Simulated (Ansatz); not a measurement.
Ansatz (an electronic-structure program) input (RI-MP2/aug-cc-pV(T+d)Z):
A basis named .json is the Basis Set Exchange file of that set.

Ansatz 0.2 input:
```yaml
crystal:
  periodic: [false, false, false]
  atoms:
    - {symbol: S, position_ang: [0.00008847, 0.23160742, -0.44340035]}
    - {symbol: O, position_ang: [-0.00913114, 1.47909038, 0.36871709]}
    - {symbol: C, position_ang: [1.35685821, -0.79445686, 0.19502839]}
    - {symbol: C, position_ang: [-1.34932659, -0.80911957, 0.18682947]}
    - {symbol: H, position_ang: [1.25281814, -0.88687215, 1.27606774]}
    - {symbol: H, position_ang: [-2.27826206, -0.29833962, -0.06004470]}
    - {symbol: H, position_ang: [1.34325030, -1.77162955, -0.28833934]}
    - {symbol: H, position_ang: [2.28168311, -0.27363282, -0.04622945]}
    - {symbol: H, position_ang: [-1.32220226, -1.78607156, -0.29641485]}
    - {symbol: H, position_ang: [-1.25084331, -0.90043755, 1.26848240]}
basis:
  gaussian:
    orbitals: aug-cc-pV_T+d_Z.json
    fitting: {mean_field: def2-universal-jkfit, correlation: aug-cc-pVTZ-RIFIT.json}
magnetization: {spin_polarized: true, initial_magnetization: 2}
correlation: {method: mp2, electrons: outside_noble_gas}
```

Output:

```
Functional definition: HF
integrals: 0.52 GiB planned
463 factors; integrals over basis functions are off by at most 1.3e0 eV
mean field: 1.15 GiB planned
mean field evaluation 1: about -15001.2434 eV, gradient 3.0e1 eV
mean field evaluation 2: about -15004.4448 eV, gradient 2.1e1 eV
mean field evaluation 4: about -15006.1789 eV, gradient 2.5e0 eV
mean field evaluation 8: about -15006.3576 eV, gradient 4.2e-1 eV
mean field evaluation 16: about -15006.3793 eV, gradient 8.9e-3 eV
mean field evaluation 32: about -15006.6219 eV, gradient 8.0e-3 eV
mean field evaluation 64: about -15004.9367 eV, gradient 2.6e0 eV
mean field evaluation 96: about -15006.6217 eV, gradient 1.1e-1 eV
mean field evaluation 128: about -15006.1171 eV, gradient 1.1e0 eV
mean field evaluation 160: about -15006.3579 eV, gradient 4.1e-1 eV
mean field -15006.62188814 eV, -551.4831825357 hartree, gradient 1.3e-6 eV, S^2 2.024106; 18 other end points of the search recorded, 0 dependent functions left out
8 core orbitals not correlated
741 factors; their error is unknown
reference -15006.62188814 eV, -551.4831825357 hartree; 14, 12 occupied and 309, 311 virtual orbitals, 741 factors
second order -20.95841395 eV of doubles, -0.00000000 eV of singles
Total energy: -15027.58030209 eV, -552.2533900422 hartree
```

This state (charge 0, triplet) is run at the relaxed geometry of the species with charge 0 and multiplicity 1, and is a spin state other than that species' own.
